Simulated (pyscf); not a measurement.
This saddle point was located with ωB97X-D3(BJ)/def2-SVP in PySCF.

```xyz
13

O     -1.2256    -0.1144     0.6090
B     -0.2787     0.3878    -0.4864
O      0.8836    -0.4117    -0.4672
O     -0.8564     0.5670    -1.7528
H     -0.9528    -1.0194     0.8260
H      1.2371    -0.4906    -1.3591
H     -1.7294     0.9649    -1.6936
C     -0.4213     1.3547     1.5139
C      0.0814     1.9837     0.3609
H     -1.3702     1.6491     1.9700
H      0.2516     0.7889     2.1662
H      1.1654     2.0713     0.2548
H     -0.5022     2.8101    -0.0577
```

Surface: singlet, charge 0. Lowest wavenumbers (cm⁻¹): 606i, 119, 208, 302, 306.

Q: Which two sides does it connect, and which bonds change?

A: `[OH][B]([OH])[OH]` + `[CH2]=[CH2]` <-> `[OH][CH2][CH2][B]([OH])[OH]`, an addition across a multiple bond or ene-type step read from left to right: B–O broken and C–O, B–C formed. At ωB97M-D3(BJ)/def2-TZVP it lies +1.99 eV from the left side and +1.58 eV from the right (each side as separated species at their lowest minima found). On the product side the descent ends in a point that may be a rotor saddle (no frequency run), 0.17 eV over the lowest minimum found and 1.50 eV under the saddle at ωB97X-D3(BJ)/def2-TZVP. HO–CH₂–CH₂–B(OH)–OH lies 1.15 eV over its isomer H₃C–CH₂–O–B(OH)–OH (electronic energy, ωB97M-D3(BJ)/def2-TZVP). This is the saddle that the search found; another between the same sides may lie lower.
